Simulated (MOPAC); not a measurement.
Input for MOPAC: PM3 on F_anion (SMILES [F-]). Charge -1.

```
PM3 1SCF PRECISE CHARGE=-1 THREADS=1
F

F      0.00000000 1     0.00000000 1     0.00000000 1
```

Output:

```
*******************************************************************************
 **                                                                           **
 **                              MOPAC v23.2.5                                **
 **                                                                           **
 *******************************************************************************
 ** MOPAC's Digital Object Identifier: https://doi.org/10.5281/zenodo.6511958 **
 **                                                                           **
 ** Please cite the open-source release paper for use of this MOPAC version:  **
 ** J. E. Moussa and J. J. P. Stewart (2026)                                  **
 ** MOPAC: An open-source semiempirical molecular orbital program             **
 ** J. Open Source Softw., 11(119), 8025, https://doi.org/10.21105/joss.08025 **
 *******************************************************************************

                              PM3 CALCULATION RESULTS

 *******************************************************************************
 *  PM3        - The PM3 Hamiltonian to be used
 *
 *
 *
 *                 CHARGE ON SYSTEM = -1
 *
 *
 *
 *  PRECISE    - TIGHTER CRITERIA TO BE USED
 *  1SCF       - DO 1 SCF AND THEN STOP
 *  THREADS=1  - MULTI-THREADING NOT USED
 *  T=         - A TIME OF 172800.0 SECONDS REQUESTED
 *  DUMP=N     - RESTART FILE WRITTEN EVERY 7200.0 SECONDS REQUESTED
 *******************************************************************************
PM3 1SCF PRECISE CHARGE=-1 THREADS=1
 F

   ATOM   CHEMICAL          X               Y               Z
  NUMBER   SYMBOL      (ANGSTROMS)     (ANGSTROMS)     (ANGSTROMS)

     1       F          0.00000000  *   0.00000000  *   0.00000000  *



          CARTESIAN COORDINATES

    NO.       ATOM           X           Y           Z

     1         F          0.0000      0.0000      0.0000

  F: (PM3): J. J. P. STEWART, J. COMP. CHEM. 10, 209 (1989).

           Empirical Formula: F  =     1 atoms



      MOLECULAR POINT GROUP   :   R3


      RHF CALCULATION, NO. OF DOUBLY OCCUPIED LEVELS = 4


 -------------------------------------------------------------------------------
 PM3 1SCF PRECISE CHARGE=-1 THREADS=1
 F



     1SCF WAS SPECIFIED, SO BFGS WAS NOT USED
     SCF FIELD WAS ACHIEVED


                              PM3 CALCULATION
                                                       MOPAC v23.2.5 Linux




          FINAL HEAT OF FORMATION =        -31.23134 KCAL/MOL =    -130.67193 KJ/MOL


          COSMO AREA              =         37.18 SQUARE ANGSTROMS
          COSMO VOLUME            =         21.31 CUBIC ANGSTROMS

          IONIZATION POTENTIAL    =          2.173467 EV
          HOMO LUMO ENERGIES (EV) =         -2.173
          NO. OF FILLED LEVELS    =          4
          MOLECULAR WEIGHT        =         18.9984         POINT GROUP:  R3


          SCF CALCULATIONS        =          1





   ATOM   CHEMICAL          X               Y               Z
  NUMBER   SYMBOL      (ANGSTROMS)     (ANGSTROMS)     (ANGSTROMS)

     1       F          0.00000000  *   0.00000000  *   0.00000000  *

                             CARTESIAN COORDINATES

   1    F        0.000000000     0.000000000     0.000000000


           Empirical Formula: F  =     1 atoms



      MOLECULAR POINT GROUP   :   R3


                  EIGENVALUES
  -5.67979  -2.17347  -2.17347  -2.17347


              NET ATOMIC CHARGES AND DIPOLE CONTRIBUTIONS

  ATOM NO.   TYPE          CHARGE      No. of ELECS.   s-Pop       p-Pop
    1          F          -1.000000        8.0000     2.00000     6.00000
 DIPOLE           X         Y         Z       TOTAL
 POINT-CHG.     0.000     0.000     0.000     0.000
 HYBRID         0.000    -0.000     0.000     0.000
 SUM            0.000    -0.000     0.000     0.000


          ATOMIC ORBITAL ELECTRON POPULATIONS

     Atom    s        px        py        pz
    1  F   2.00000   2.00000   2.00000   2.00000

 **********************
 *                    *
 * JOB ENDED NORMALLY *
 *                    *
 **********************




 == MOPAC DONE ==
```

The run finished.

Cost: roughly 0.010 core-seconds.
